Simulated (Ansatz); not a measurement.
Ansatz (a first-principles code) input (B3LYP/def2-SVP):

Ansatz 0.2 input:
```yaml
crystal:
  periodic: [false, false, false]
  atoms:
    - {symbol: P, position_ang: [-0.00000000, -0.00000000, -0.99121818]}
    - {symbol: P, position_ang: [0.00000000, 0.00000000, 0.99121818]}
basis:
  gaussian:
    orbitals: def2-SVP
hamiltonian:
  xc: {name: B3LYP}
total_charge: -1
magnetization: {spin_polarized: true, initial_magnetization: 1}
output: {forces: true}
```

From the last part of the output:

```
WARN ansatz: RAYON_NUM_THREADS=1 ignored (pool sized by the plan → 1); use --threads N
Functional definition: B3LYP
integrals: 0.00 GiB planned
320 factors; integrals over basis functions are off by at most 1.6e-3 eV
mean field: 0.11 GiB planned
mean field evaluation 1: about -18572.0255 eV, gradient 3.9e0 eV
mean field evaluation 2: about -18572.0828 eV, gradient 2.7e0 eV
mean field evaluation 4: about -18572.1313 eV, gradient 5.1e-2 eV
mean field evaluation 8: about -18572.1302 eV, gradient 1.1e-3 eV
mean field evaluation 16: about -18572.1302 eV, gradient 5.8e-2 eV
mean field -18572.13023343 eV, -682.5131974366 hartree, gradient 1.1e-5 eV, S^2 0.752385; 2 other end points of the search recorded, 0 dependent functions left out
the calculation of the forces begins
reference -18572.13040663 eV, -682.5132038016 hartree; 16, 15 occupied and 20, 21 virtual orbitals, 320 factors
Total energy: -18572.13040663 eV, -682.5132038016 hartree
Atom 0 at    -0.000000    -0.000000    -0.991218 Å, force     0.000000    -0.000000    -0.188807 eV/Å
Atom 1 at     0.000000     0.000000     0.991218 Å, force    -0.000000     0.000000     0.188807 eV/Å
Dipole moment:    -0.000000    -0.000000     0.000000 e Å
```

The dipole moment of an ion depends on the origin.
